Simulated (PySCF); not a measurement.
Be: ionisation energy

Be [He] 2s2 (1S) → Be+ [He] 2s1 (2S), as a difference of total energies. All numbers are calculated (PySCF 2.14, the spin-free X2C one-electron Hamiltonian (Gaussian nucleus), in x2c-TZVPPall with one added diffuse shell of s type (6s3p1d, 20 functions)). Correlated levels: valence: 1s2 frozen. The calculations carry no spin-orbit coupling.

```tsv
method	ionisation energy (eV)
UHF	8.043
MP2 (valence)	8.753
SCS-MP2 (valence)	8.895
CCSD (valence)	9.270
```

Q: How much does correlation contribute at MP2 (valence)?

A: 8.753 − (8.043) = 0.710 eV, measured against UHF.

Errors of the correlated levels include the incompleteness of this basis and the frozen core.

With two correlated electrons CCSD is exact in that space.

For comparison: 9.323 eV (measured; NIST Atomic Spectra Database, ionization energies).
